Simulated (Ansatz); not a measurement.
# SiNH₂ (doublet): the correlation ladder at a displaced geometry (v1), cc-pVDZ

How much of the correlation energy of SiNH₂ (doublet) does each wave-function method recover here?

Computed with Ansatz 0.2.0, Gaussian basis. Level: cc-pVDZ, core rule «outside noble gas», up to 6 orbitals frozen.

To be run: UHF; CCSD(T) on ROHF; CCSD(T) on UHF; BCCD(T) on ROHF; CISD; CCSDT(Q) on ROHF; CCSDT(Q) on UHF; CASSCF and MRCISD+Q, 11 electrons in 10 orbitals; CASSCF and NEVPT4(SD), 11 electrons in 10 orbitals; CASSCF and NEVPT2, 11 electrons in 10 orbitals.

19 further runs of the same task are left out: 8 that didn't finish, 11 set aside as unsound or not needed.

## (1) The system

The geometry is a PBE0/def2-TZVP stationary point (not a proven minimum) with its atoms shifted at random (size 0.040 Å).

4 atoms, charge 0, spin multiplicity 2.

Atoms are counted from 1 here; the program's logs count them from 0.

Bond lengths: Si1–N2 1.649 Å, Si1–H3 1.492 Å, Si1–H4 1.487 Å. Angles: N2–Si1–H3 120.3°, N2–Si1–H4 120.6°, H3–Si1–H4 119.1°.

## (2) UHF

Contents of in.yaml:

```yaml
crystal:
  periodic: [false, false, false]
  atoms:
    - {symbol: Si, position_ang: [0.000459, 0.004589, 0.489051]}
    - {symbol: N, position_ang: [-0.000374, -0.011554, -1.159654]}
    - {symbol: H, position_ang: [0.047590, 1.299349, 1.229061]}
    - {symbol: H, position_ang: [-0.055187, -1.266652, 1.258863]}
basis:
  gaussian: {orbitals: cc-pVDZ}
magnetization: {spin_polarized: true, initial_magnetization: 1}
hamiltonian: {xc: hf}
output: {orbitals: {seedname: orbitals}}
```

On the command line:

```console
$ ansatz run in.yaml --threads 1 --pin off --events-out ev --progress --plain --max-ram 2393MiB
```

After this run come: CCSD(T) on ROHF; CCSD(T) on UHF; BCCD(T) on ROHF; CISD; CCSDT(Q) on ROHF; CCSDT(Q) on UHF; CASSCF and MRCISD+Q, 11 electrons in 10 orbitals; CASSCF and NEVPT4(SD), 11 electrons in 10 orbitals; CASSCF and NEVPT2, 11 electrons in 10 orbitals.

Q: Predict the results of all the runs planned. Wanted: RCCSDT(Q) below the RHF energy; RMP2 from RCCSDT(Q); UMP2 from RCCSDT(Q); RCCSD from RCCSDT(Q); RCCSD(T) from RCCSDT(Q); UCCSD(T) from RCCSDT(Q); UCCSDT(Q) from RCCSDT(Q); NEVPT2 valence from RCCSDT(Q); NEVPT4(SD) valence from RCCSDT(Q).

**Answer**, as computed:

```
                         quantity                                        value
   RCCSDT(Q) below the RHF energy                                   -7.6358 eV
              RMP2 from RCCSDT(Q)                                  +1200.0 meV
              UMP2 from RCCSDT(Q)                                  +1675.6 meV
             RCCSD from RCCSDT(Q)                                   +347.5 meV
          RCCSD(T) from RCCSDT(Q)                                    +67.0 meV
          UCCSD(T) from RCCSDT(Q)                                    +98.5 meV
         UCCSDT(Q) from RCCSDT(Q)                                     -5.3 meV
    NEVPT2 valence from RCCSDT(Q)                                  +1003.0 meV
NEVPT4(SD) valence from RCCSDT(Q)                                   +108.1 meV
  MRCISD+Q valence from RCCSDT(Q)                                    +18.6 meV
levels within 1 kcal/mol (43 meV)  RCCSDT, UCCSDT, UCCSDT(Q), MRCISD+Q valence
                    T1 diagnostic                                        0.033
   effectively unpaired electrons                                         1.09
```

RCCSD(T) lands +67.0 meV from the yardstick (0.9 % of the correlation energy). CCSD(T) misses by +67.0 meV on the restricted determinant and by +98.5 meV on the unrestricted one; the two need not hold the same state or core. One determinant dominates. Of the multireference levels listed MRCISD+Q valence comes nearest in total energy (+18.6 meV), which doesn't show that its space is the better one. These misses are within one basis, not against nature; the frozen cores of restricted and unrestricted runs differ, which can shift their rows.
